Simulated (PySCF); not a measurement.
## Indirect couplings

Geometry:
```json
{"atom": "C1", "x (Å)": "2.829", "y (Å)": "-0.150", "z (Å)": "0.405"}
{"atom": "C2", "x (Å)": "1.580", "y (Å)": "-0.362", "z (Å)": "0.004"}
{"atom": "C3", "x (Å)": "0.455", "y (Å)": "0.443", "z (Å)": "0.435"}
{"atom": "C4", "x (Å)": "-0.782", "y (Å)": "0.227", "z (Å)": "0.032"}
{"atom": "C5", "x (Å)": "-1.706", "y (Å)": "-0.571", "z (Å)": "-0.774"}
{"atom": "C6", "x (Å)": "-2.197", "y (Å)": "0.595", "z (Å)": "0.064"}
{"atom": "H7", "x (Å)": "3.072", "y (Å)": "0.650", "z (Å)": "1.085"}
{"atom": "H8", "x (Å)": "3.648", "y (Å)": "-0.762", "z (Å)": "0.071"}
{"atom": "H9", "x (Å)": "1.350", "y (Å)": "-1.168", "z (Å)": "-0.679"}
{"atom": "H10", "x (Å)": "0.669", "y (Å)": "1.254", "z (Å)": "1.121"}
{"atom": "H11", "x (Å)": "-1.690", "y (Å)": "-0.460", "z (Å)": "-1.850"}
{"atom": "H12", "x (Å)": "-1.948", "y (Å)": "-1.575", "z (Å)": "-0.450"}
{"atom": "H13", "x (Å)": "-2.512", "y (Å)": "1.496", "z (Å)": "-0.443"}
{"atom": "H14", "x (Å)": "-2.770", "y (Å)": "0.383", "z (Å)": "0.956"}
```

Method: B3LYP/pcJ-1 (without the spin–dipole term)//GFN2-xTB, PySCF 2.14.0 with density-fitted response routines; isolated molecule, single conformer, non-relativistic. Couplings are averaged over pairs made equivalent by symmetry, fast rotation or ring inversion, so a value needn't be that of the named pair in this geometry, while other rotamers aren't included; one pair stands for each set, and the list holds a selection of those of at least 0.8 Hz over up to four bonds.

Isotopes: 13C, 1H.

```
    pair  bonds  J (Hz)
  C1, C2      1    77.3
  C1, H7      1   161.5
  C1, H8      1   165.5
  C2, C3      1       ?
  C2, H9      1   159.6
  C3, C4      1       ?
 C3, H10      1   163.1
  C4, C5      1    24.9
  C4, C6      1    26.8
  C5, C6      1       ?
 C5, H11      1   166.9
 C6, H13      1   167.3
  C1, C3      2       ?
  C3, C5      2       ?
  C3, H9      2     4.2
 C4, H13      2    -5.6
 C6, H11      2    -1.8
H13, H14      2   -11.9
  C1, C4      3     9.2
 C1, H10      3     5.4
  C3, H7      3    10.2
 C3, H11      3       ?
  C4, H9      3       ?
H11, H14      3       ?
 C2, H11      4    -2.3
 C2, H13      4    -2.5
```

Estimate the withheld couplings, with signs.

## Answers


- 1J(C2,C3) = 58.5 Hz (bond length 1.448 Å)
- 1J(C3,C4) = 108.0 Hz (bond length 1.319 Å)
- 1J(C5,C6) = 11.6 Hz (bond length 1.518 Å)
- 2J(C1,C3) = 1.3 Hz (angle at C2 124°)
- 2J(C3,C5) = -1.9 Hz (angle at C4 148°)
- 3J(C3,H11) = 3.1 Hz (dihedral angle 73°)
- 3J(C4,H9) = 5.0 Hz (dihedral angle 0°)
- 3J(H11,H14) = 5.9 Hz (dihedral angle 144°)
